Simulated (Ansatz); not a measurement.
```yaml
crystal:
  periodic: [false, false, false]
  atoms:
    - {symbol: C, position_ang: [-2.052967, 0.636606, -1.402260]}
    - {symbol: C, position_ang: [0.017354, -0.019287, -0.012997]}
    - {symbol: C, position_ang: [2.087688, -0.675166, 1.376253]}
    - {symbol: H, position_ang: [-3.839680, -0.563990, -1.372714]}
    - {symbol: H, position_ang: [-2.054646, 2.403853, -2.631688]}
    - {symbol: H, position_ang: [3.621371, -1.944847, 0.557484]}
    - {symbol: H, position_ang: [2.342317, 0.027902, 3.395043]}
basis:
  gaussian: {orbitals: STO-3G}
hamiltonian: {xc: {name: PBE-QIDH}}
```

```sh
$ ansatz run in.yaml --threads 4 --pin off --events-out ev --progress --plain --max-ram 10444MiB
```

Shortened log:

```
Functional definition: PBE-QIDH
238 factors; integrals over basis functions are off by at most 2.8e-5 eV
mean field evaluation 1: about -3063.6007 eV, gradient 4.3e1 eV
mean field evaluation 2: about -3063.6580 eV, gradient 4.3e1 eV
mean field evaluation 4: about -3026.6135 eV, gradient 9.0e1 eV
mean field evaluation 8: about -3084.1382 eV, gradient 3.9e0 eV
mean field evaluation 16: about -3084.2334 eV, gradient 8.8e-3 eV
mean field evaluation 32: about -3085.1083 eV, gradient 1.2e-2 eV
mean field evaluation 64: about -3085.1081 eV, gradient 7.2e-4 eV
mean field evaluation 160: about -3085.1074 eV, gradient 1.9e-5 eV
mean field -3085.10815272 eV, -113.3756334512 hartree, gradient 1.6e-6 eV, S^2 0.000000; 8 other end points of the search recorded, 0 dependent functions left out; unrestricted orbitals would lower it
3 core orbitals not correlated: weight in the atoms' cores, before any rotation towards them, 1.000 or more for the frozen orbitals, at most 0.000 for the correlated occupied ones
reference -3085.10816064 eV, -113.3756337420 hartree; 8, 8 occupied and 8, 8 virtual orbitals, 238 factors
second order -12.55778446 eV of doubles, -0.00000000 eV of singles
Total energy: -3089.29408879 eV, -113.5294637642 hartree
```

Something in this input is off. What?

The coordinates are in bohr but typed as ångström. The run converged. The result belongs to that input, not to the molecule as meant.
